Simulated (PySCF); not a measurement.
Compound: C3H7NS.
SMILES with atom numbers: `[CH2:1]=[N:2][CH2:3][CH2:4][SH:5]` (hydrogens: H6, H7 on C1; H8, H9 on C3; H10, H11 on C4; H12 on S5)

Computed with PySCF, PBE0-D3(BJ)/def2-SVP geometry optimisation, gas phase.

Some entries are withheld. Bonds in one row agree within 0.01 Å.

```csv
coordinate,value
C1=N2,?
N2–C3,?
C3–C4,1.522 Å
C4–S5,?
C1–H6,1.100 Å
C1–H7,1.109 Å
"C3–H8, C3–H9",1.107 Å
"C4–H10, C4–H11",1.100 Å
S5–H12,1.351 Å
N2–C1–H6,119.6°
N2–C1–H7,123.3°
H6–C1–H7,117.1°
C1–N2–C3,118.3°
N2–C3–C4,?
N2–C3–H8,112.9°
N2–C3–H9,107.7°
C4–C3–H8,109.6°
C4–C3–H9,107.9°
H8–C3–H9,?
C3–C4–S5,114.0°
C3–C4–H10,110.3°
S5–C4–H10,?
S5–C4–H11,?
H10–C4–H11,107.7°
C4–S5–H12,95.9°
```

Problem. Estimate the withheld lengths and angles.

Solution. 
- C1=N2 = 1.262 Å, drawn double (imine carbon to imine nitrogen); 0.18 Å below the sum of covalent radii, 1.44 Å.
- N2–C3 = 1.439 Å, drawn single (imine nitrogen to sp3 carbon bound to nitrogen); 0.03 Å below the sum of covalent radii, 1.47 Å.
- C4–S5 = 1.817 Å, drawn single (sp3 carbon bound to sulfur to thiol sulfur); 0.01 Å above the sum of covalent radii, 1.81 Å.
- N2–C3–C4 = 110.6°, at the sp3 carbon bound to nitrogen; the outer atoms are 2.435 Å apart.
- H8–C3–H9 = 108.0°, at the sp3 carbon bound to nitrogen; the outer atoms are 1.792 Å apart.
- S5–C4–H10 = 109.7°, at the sp3 carbon bound to sulfur; the outer atoms are 2.420 Å apart.
- S5–C4–H11 = 105.1°, at the sp3 carbon bound to sulfur; the outer atoms are 2.357 Å apart.

Radii are Cordero's, carbon taken as 0.76, 0.73 or 0.69 Å for four, three, and two or fewer neighbours.

Stationary, but not proved a minimum. One conformer, not necessarily the lowest (C1–N2–C3–C4 123°, N2–C3–C4–S5 -67°, C3–C4–S5–H 65°).

Time: 17 s wall. Hardware: one thread of an x86-64 server, shared host. This is the geometry optimisation.
